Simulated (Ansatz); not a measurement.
# UCCSDT/3-21G run of SiH3 (silyl radical)

Aim: the energy change on altering one bond length of SiH3 (silyl radical) at UCCSDT/3-21G, from 2 runs. 

The calculation is run with Ansatz 0.2.0.

61 further runs of the same task are left out: 61 set aside as unsound or not needed.

## Step 1: Starting point

The species is SiH3 (4 atoms), meant as a doublet with charge 0. SMILES: `[SiH3]`. The shape is that of a GFN2-xTB optimisation.

Bond lengths: Si1–H2 1.449 Å, Si1–H3 1.449 Å, Si1–H4 1.448 Å. Angles: H2–Si1–H3 115.4°, H2–Si1–H4 115.4°, H3–Si1–H4 115.3°.

## Step 2: The energy at UCCSDT/3-21G

File run.yaml:

```yaml
crystal:
  periodic: [false, false, false]
  atoms:
    - {symbol: Si, position_ang: [0.206560, -0.018900, -0.115090]}
    - {symbol: H, position_ang: [0.587110, 0.661780, 1.105640]}
    - {symbol: H, position_ang: [-0.194960, -1.401590, 0.043390]}
    - {symbol: H, position_ang: [-0.598710, 0.758710, -1.033940]}
basis:
  gaussian:
    orbitals: 3-21G.json
magnetization:
  spin_polarized: true
  initial_magnetization: 1
correlation:
  method: ccsdt
  frozen_orbitals: {H: 0, Si: 5}
accuracy: high
scf:
  omitted_lower_state_checks: [cluster_reference, increment]
```

The basis set 3-21G is read from a file made from the Basis Set Exchange's data (not shown).

Command:

```bash
$ ansatz run run.yaml --threads 1 --pin off --max-ram 2610MiB --events-out events.jsonl --progress --plain --runs-dir runs
```

What it wrote (excerpt; [...] marks lines left out):

```text
Warning: RAYON_NUM_THREADS=1 ignored (pool sized by the plan → 1); use --threads N
Functional definition: HF
  name "HF"
[...]
377 factors; integrals over basis functions are off by at most 2.9e-9 eV
[...]
mean field -7866.21102516 eV, -289.0779232652 hartree, gradient 7.7e-9 eV, S^2 0.757591; 0 other end points of the search recorded, 0 dependent functions left out
5 core orbitals not correlated: weight in the atoms' cores, before any rotation towards them, 1.000 or more for the frozen orbitals, at most 0.000 for the correlated occupied ones
reference -7866.21102516 eV, -289.0779232652 hartree; 4, 3 occupied and 10, 11 virtual orbitals, 377 factors
second order -1.34793654 eV of doubles, -0.00000000 eV of singles
cycle   1  -1.69406397 eV  change   -3.5e-1 eV  update   4.8e-2
[...]
cycle  20  -1.89587822 eV  change  -1.1e-10 eV  update  2.1e-10
Total energy: -7868.10690338 eV, -289.1475955046 hartree
Checks for a lower state left out: cluster_reference, increment
```

Wall time 0.44 s (1 thread of Arm Neoverse V2, shared host).

## Step 3: The distorted shape, same level

File in.yaml:

```yaml
basis:
  gaussian: {orbitals: 3-21G.json}
crystal:
  periodic: [false, false, false]
  atoms:
    - {symbol: Si, position_ang: [0.111422, -0.189070, -0.420273]}
    - {symbol: H, position_ang: [0.587110, 0.661780, 1.105640]}
    - {symbol: H, position_ang: [-0.290098, -1.571760, -0.261793]}
    - {symbol: H, position_ang: [-0.693848, 0.588540, -1.339123]}
magnetization: {spin_polarized: true, initial_magnetization: 1}
correlation: {method: ccsdt, frozen_orbitals: {H: 0, Si: 5}}
accuracy: high
scf: {omitted_lower_state_checks: [cluster_reference, increment]}
```

The basis set 3-21G is read from a file made from the Basis Set Exchange's data (not shown).

Command:

```bash
$ ansatz run in.yaml --threads 1 --pin off --max-ram 2610MiB --events-out events.jsonl --progress --plain --runs-dir runs
```

What it wrote (excerpt; [...] marks lines left out):

```text
Warning: RAYON_NUM_THREADS=1 ignored (pool sized by the plan → 1); use --threads N
[... 2 set-up lines as earlier in the session ...]
[...]
376 factors; integrals over basis functions are off by at most 3.2e-9 eV
[...]
mean field -7865.57055510 eV, -289.0543864246 hartree, gradient 9.8e-9 eV, S^2 0.763085; 0 other end points of the search recorded, 0 dependent functions left out
5 core orbitals not correlated: weight in the atoms' cores, before any rotation towards them, 1.000 or more for the frozen orbitals, at most 0.000 for the correlated occupied ones
reference -7865.57055510 eV, -289.0543864246 hartree; 4, 3 occupied and 10, 11 virtual orbitals, 376 factors
second order -1.42589294 eV of doubles, -0.00000000 eV of singles
cycle   1  -1.80932537 eV  change   -3.8e-1 eV  update   5.7e-2
[...]
cycle  23  -2.07231447 eV  change  -7.9e-12 eV  update  3.4e-10
Total energy: -7867.64286956 eV, -289.1305425766 hartree
Checks for a lower state left out: cluster_reference, increment
```

Wall time 0.44 s (1 thread of Arm Neoverse V2, shared host).

## Step 4: Outcome

Level: UCCSDT/3-21G, 5 core orbitals frozen.

| quantity | value |
| --- | --- |
| first shape: total energy | -289.14760 Eh |
| first shape: correlation energy (5 core orbitals frozen) | -69.7 mEh |
| first shape: ⟨S²⟩ of the reference determinant | 0.758 |
| first shape: T1 diagnostic | 0.008 |
| distorted shape: total energy | -289.13054 Eh |
| distorted shape: correlation energy (5 core orbitals frozen) | -76.2 mEh |
| distorted shape: ⟨S²⟩ of the reference determinant | 0.763 |
| distorted shape: T1 diagnostic | 0.011 |
| energy change with the Si1–H2 bond stretched from 1.449 to 1.811 Å | 0.464 eV |

What this shows: With the Si1–H2 bond stretched from 1.449 to 1.811 Å the energy rises by 0.46 eV (44.8 kJ/mol). The first shape isn't relaxed at this level, so the change isn't measured from a minimum.
